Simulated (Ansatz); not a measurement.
**CH5 (doublet): wave-function methods side by side at distance C1–H5 along a hydrogen transfer = 1.160 Å, cc-pVTZ**

One table from this session's results is given with a row withheld; the runs are named, their logs left out.

Program: Ansatz 0.2.0, Gaussian basis. Level of theory: cc-pVTZ, core rule «outside noble gas», up to 1 orbitals frozen. These are calculated values, not measurements.

The runs, in order: UHF; CCSD(T) on ROHF; CCSD(T) on UHF; BCCD(T) on ROHF; CISD; CCSDT(Q) on ROHF; CCSDT(Q) on UHF; CASSCF and NEVPT2, 3 electrons in 3 orbitals; CASSCF and NEVPT2, 9 electrons in 9 orbitals.

### The geometry

The geometry derives from fragments relaxed apart (PBE0/def2-TZVP) and kept rigid, so it is no stationary point. A hydrogen atom is moved between rigid fragments.

6 atoms, charge 0, spin multiplicity 2.

Atoms are counted from 1 here; the program's logs count them from 0.

Bond lengths: C1–H2 1.090 Å, C1–H3 1.090 Å, C1–H4 1.090 Å, C1–H5 1.160 Å. Angles: H2–C1–H3 109.5°, H2–C1–H4 109.5°, H2–C1–H5 109.5°, H3–C1–H4 109.5°, H3–C1–H5 109.5°, H4–C1–H5 109.5°.

Set-up of the first run:

Input file in.yaml:

```yaml
crystal:
  periodic: [false, false, false]
  atoms:
    - {symbol: C, position_ang: [-0.141840, 0.000000, 0.000000]}
    - {symbol: H, position_ang: [-0.505046, 1.027301, 0.000000]}
    - {symbol: H, position_ang: [-0.505046, -0.513650, 0.889668]}
    - {symbol: H, position_ang: [-0.505046, -0.513650, -0.889669]}
    - {symbol: H, position_ang: [1.018160, 0.000000, 0.000000]}
    - {symbol: H, position_ang: [2.187160, 0.000000, 0.000000]}
basis:
  gaussian: {orbitals: cc-pVTZ}
magnetization: {spin_polarized: true, initial_magnetization: 1}
hamiltonian: {xc: hf}
output: {orbitals: {seedname: orbitals}}
```

The run is started by

```
$ ansatz run in.yaml --threads 1 --pin off --events-out ev --progress --plain --max-ram 2816MiB --backend cpu
```

Among the steps run: UHF; CCSD(T) on ROHF; CCSD(T) on UHF; BCCD(T) on ROHF; CISD; CCSDT(Q) on ROHF; CCSDT(Q) on UHF; CASSCF and NEVPT2, 3 electrons in 3 orbitals; CASSCF and NEVPT2, 9 electrons in 9 orbitals.

One of the session's tables, all rows but one given; the rest of the session is left out.

It belongs to the step «Misses and costs». 

| method | from UCCSDT(Q) (meV) |
| --- | --- |
| ROHF | ? |
| UHF | +6412.8 |
| RMP2 | +823.3 |
| UMP2 | +822.8 |
| CISD | +530.9 |
| RCCSD | +210.1 |
| UCCSD | +207.3 |
| RCCSD(T) | +18.0 |
| UCCSD(T) | +18.3 |
| BCCD(T) | +17.3 |
| RCCSDT | +5.4 |
| UCCSDT | +5.2 |
| RCCSDT(Q) | +0.3 |
| UCCSDT(Q) | 0 |
| CASSCF pair | +5988.3 |
| NEVPT2 pair | +842.6 |
| CASSCF valence | +4140.0 |
| NEVPT2 valence | +958.8 |

Estimate the missing values for ROHF.

As computed: from UCCSDT(Q) (meV): +6509.0. In the column «from UCCSDT(Q) (meV)» it is the highest.

To keep in mind: Restricted and unrestricted rows rest on different reference determinants; where their highest levels disagree by more than a few hundredths of an eV, they describe different states and don't form one ladder.
